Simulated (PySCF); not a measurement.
# SiH3Cl (SiClH3): EOM-CCSD/aug-cc-pVDZ-DK (sfX2C, Cartesian functions, root kind ip)

Wanted: ionisation energies of SiH3Cl (SiClH3). Input form: a Python script.

The calculation is run with PySCF 2.14.0.

7 further runs of the same task are left out: 2 that didn't finish, 5 set aside as unsound or not needed.

## 1. Starting point

The species is SiH3Cl (5 atoms), meant as a singlet with charge 0. SMILES: `[H][Si]([H])([H])Cl`. Geometry: relaxed at GFN2-xTB.

Bond lengths: Si1–Cl2 2.010 Å, Si1–H3 1.458 Å, Si1–H4 1.458 Å, Si1–H5 1.458 Å. Angles: Cl2–Si1–H3 108.3°, Cl2–Si1–H4 108.2°, Cl2–Si1–H5 108.0°, H3–Si1–H4 110.8°, H3–Si1–H5 110.8°, H4–Si1–H5 110.7°.

## 2. Ionisation energies at EOM-CCSD/aug-cc-pVDZ-DK (sfX2C, Cartesian functions, root kind ip)

Input file calc.py:

```python
import numpy
from pyscf import gto, scf, cc

mol = gto.M(
    atom='''
Si     0.000290     0.001940    -0.129410
Cl     0.010690    -0.020840     1.880630
H      1.382330     0.011210    -0.594910
H     -0.700750     1.203700    -0.566480
H     -0.692550    -1.196020    -0.589840
''',
    max_memory=1860,
    cart=True,
    spin=0,
    verbose=4,
    basis='aug-cc-pvdz-dk',
)

mf = mol.RHF()
mf = mf.sfx2c1e()
mf.DIIS = scf.EDIIS
mf.conv_tol = 1e-10
mf.kernel()

mycc = cc.CCSD(mf, frozen=10)
mycc.kernel()
energy = mycc.e_tot
print('E = %.10f Eh' % energy)

e, vec = mycc.ipccsd(nroots=4)
roots = numpy.atleast_1d(e) * 27.211386
print('EOM-IP-CCSD roots (eV)')
for i, w in enumerate(roots, 1):
    print('%3d %10.4f' % (i, w))
```

Command:

```bash
$ OMP_NUM_THREADS=1 python calc.py
```

What it wrote:

```text
PySCF version 2.14.0

[INPUT] num. atoms = 5
[INPUT] num. electrons = 34
[INPUT] charge = 0
[INPUT] spin (= nelec alpha-beta = 2S) = 0
[INPUT] symmetry False subgroup None
[INPUT] Mole.unit = angstrom
[INPUT] Cartesian GTO integrals (6d 10f)
[INPUT] Symbol           X                Y                Z      unit          X                Y                Z       unit  Magmom
[INPUT]  1 Si     0.000290000000   0.001940000000  -0.129410000000 AA    0.000548020576   0.003666068682  -0.244549457780 Bohr   0.0
[INPUT]  2 Cl     0.010690000000  -0.020840000000   1.880630000000 AA    0.020201172272  -0.039381892436   3.553875641641 Bohr   0.0
[INPUT]  3 H      1.382330000000   0.011210000000  -0.594910000000 AA    2.612225113770   0.021183829856  -1.124216968765 Bohr   0.0
[INPUT]  4 H     -0.700750000000   1.203700000000  -0.566480000000 AA   -1.324225581789   2.274663336139  -1.070492055044 Bohr   0.0
[INPUT]  5 H     -0.692550000000  -1.196020000000  -0.589840000000 AA   -1.308729827568  -2.260150239502  -1.114636057313 Bohr   0.0

nuclear repulsion = 88.0988483391173
number of shells = 31
number of NR pGTOs = 137
number of NR cGTOs = 85
basis = aug-cc-pvdz-dk
ecp = {}

[... 73 lines left out ...]
converged SCF energy = -752.23158711068
[... 1 line left out ...]
******** <class 'pyscf.cc.ccsd.CCSD'> ********
CC2 = 0
CCSD nocc = 7, nmo = 75
frozen orbitals 10
max_cycle = 50
direct = 0
conv_tol = 1e-07
conv_tol_normt = 1e-05
diis_space = 6
diis_start_cycle = 0
diis_start_energy_diff = 1e+09
Init t2, MP2 energy = -752.490421146041  E_corr(MP2) -0.258834035361522
Init E_corr(CCSD) = -0.258834035372223
cycle = 1  E_corr(CCSD) = -0.284596048664252  dE = -0.0257620133  norm(t1,t2) = 0.0418617
cycle = 2  E_corr(CCSD) = -0.291153093091979  dE = -0.00655704443  norm(t1,t2) = 0.0129821
cycle = 3  E_corr(CCSD) = -0.293541049617634  dE = -0.00238795653  norm(t1,t2) = 0.00520571
cycle = 4  E_corr(CCSD) = -0.293791122617966  dE = -0.000250073  norm(t1,t2) = 0.00119451
cycle = 5  E_corr(CCSD) = -0.293713334700395  dE = 7.77879176e-05  norm(t1,t2) = 0.000437331
cycle = 6  E_corr(CCSD) = -0.293712569418578  dE = 7.65281817e-07  norm(t1,t2) = 9.02006e-05
cycle = 7  E_corr(CCSD) = -0.293715117679724  dE = -2.54826115e-06  norm(t1,t2) = 3.11061e-05
cycle = 8  E_corr(CCSD) = -0.29371537367092  dE = -2.55991197e-07  norm(t1,t2) = 6.78267e-06
cycle = 9  E_corr(CCSD) = -0.293715307704918  dE = 6.59660018e-08  norm(t1,t2) = 2.61285e-06
CCSD converged
E(CCSD) = -752.5253024183849  E_corr = -0.2937153077049183
E = -752.5253024184 Eh

******** <class 'pyscf.cc.eom_rccsd.EOMIP'> ********
max_space = 20
max_cycle = 50
conv_tol = 1e-07
partition = None
EOM-CCSD root 0 E = 0.4264184134742606  qpwt = 0.956715  conv = True
EOM-CCSD root 1 E = 0.4265891029932963  qpwt = 0.956711  conv = True
EOM-CCSD root 2 E = 0.5072416023294691  qpwt = 0.950758  conv = True
EOM-CCSD root 3 E = 0.5074496260800632  qpwt = 0.944622  conv = True
EOM-IP-CCSD roots (eV)
  1    11.6034
  2    11.6081
  3    13.8027
  4    13.8084
```

It took 9.9 s on 1 thread of Arm Neoverse V1, shared host; peak memory 0.34 GiB.

## 3. Results

At EOM-CCSD/aug-cc-pVDZ-DK (sfX2C, Cartesian functions, root kind ip), 10 core orbitals frozen:

```
                                    quantity          value
           ground-state or mean-field energy  -752.52530 Eh
        dipole moment (Hartree–Fock density)         1.41 D
         HOMO energy (Hartree–Fock orbitals)      -12.28 eV
         LUMO energy (Hartree–Fock orbitals)        1.01 eV
       HOMO–LUMO gap (Hartree–Fock orbitals)       13.29 eV
correlation energy (10 core orbitals frozen)     -293.7 mEh
                               T1 diagnostic          0.009
                     first ionisation energy       11.60 eV
```

**Reading.** Mulliken charges of the mean-field density run from -0.47 on Cl2 to +0.67 on Si1; in a basis this large or diffuse they mean little.
